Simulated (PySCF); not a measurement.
The numbers below are computed, except where a source is named.
A vibrational averaging run on C₂H₄S, SMILES CC=S. A sound run at PBE0/pcSseg-1 gave B0 = 49128, 5710, 5280 MHz, harmonic ZPE 11786 cm⁻¹, lowest mode 166 cm⁻¹ and averaged shieldings 137.45, -84.42, -630.29, 27.91, 27.77, 27.77, 19.64 ppm.

Input of the run in question:

```
{"job": {"xc": "PBE0", "basis": "pcSseg-1", "grid": 2, "temperatures": [298.15, 1000], "no_opt": true, "kind": "iso"}, "charge": 0, "multiplicity": 1}
C     -0.669597    -0.020062    -0.061840
C      0.804178    -0.063255     0.050481
S      1.768842     1.228687    -0.026937
H     -1.020457     0.998802    -0.204747
H     -1.121434    -0.438684     0.838907
H     -0.994107    -0.639842    -0.899294
H      1.245910    -1.046029     0.195119
```

Command: OMP_NUM_THREADS=1 python ens_run.py task.json out

Output:

```
imaginary or vanishing mode: no vibrational average
```

Problem. What is doubtful here, and how much did it matter?

Solution. The setting at fault: geometry not optimised at the level of the force field.
